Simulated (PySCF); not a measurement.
A structure optimised at r2SCAN-D4/def2-SVP, used in a PySCF frequency run:

```xyz
14

C     -1.2603     0.7276    -0.0952
C      0.0000     0.0000     0.3731
C      1.2603     0.7276    -0.0952
C      0.0000    -1.4553    -0.0952
H     -1.2829     1.7692     0.2646
H     -1.3073     0.7548    -1.1980
H     -2.1736     0.2264     0.2646
H      0.0000     0.0000     1.4809
H      1.2829     1.7692     0.2646
H      1.3073     0.7548    -1.1980
H      2.1736     0.2264     0.2646
H      0.8907    -1.9956     0.2646
H     -0.8907    -1.9956     0.2646
H      0.0000    -1.5095    -1.1980
```

Q: Write its SMILES, formula and point group.

A: CC(C)C, C4H10, C3v

Q: What are its rotational constants (standard atomic weights)?

A: 7.7737, 7.7737, 4.5088 GHz
